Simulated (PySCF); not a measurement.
**LiH and its ions**

RHF; basis Li def2-SVPD, H def2-SVPD; no relativity; PySCF 2.14. Neutral (RHF): singlet (closed shell), Re = 1.612 Å, ωe = 1439 cm⁻¹, De = 1.50 eV, HOMO -8.11 eV, LUMO -0.05 eV.

LiH⁺ (UHF): doublet (σ ↑), Re = 2.274 Å, ωe = 359 cm⁻¹, De = 0.11 eV to Li⁺ + H. The energies at the minima are -7.97951 hartree for LiH and -7.73604 for LiH⁺.

**Question.** Work out the adiabatic ionisation energy, without and with harmonic zero-point energies (1 hartree = 27.2114 eV, 1 eV = 8065.5 cm⁻¹), and the change of the bond length.

**Answer.** At HF: 0.24347 hartree = 6.625 eV between the minima; the zero-point term (359.0 − 1439.0)/2 cm⁻¹ = -0.067 eV makes it 6.558 eV. Re changes by +66.2 pm against the neutral. Minus the HOMO energy is 8.11 eV, +1.48 eV from the value between the minima; Hartree–Fock orbital energies leave out relaxation and correlation. The electron leaves a σ orbital, and the ion is left as a loose complex of an ion and an atom.

For an ion De counts to the pair picked by the measured ionisation energies or electron affinities, which need not be the lowest pair at this level. Where the molecule has an RHF reference, its open-shell atoms are computed with UHF. Hartree–Fock leaves out correlation, which carries a large part of most bond energies and some tenths to 1 eV of ionisation energies. States were picked by a PBE0 search and need not be the measured ground states.

Neutral and ion stand on different kinds of reference determinant, which adds to the error of the difference.
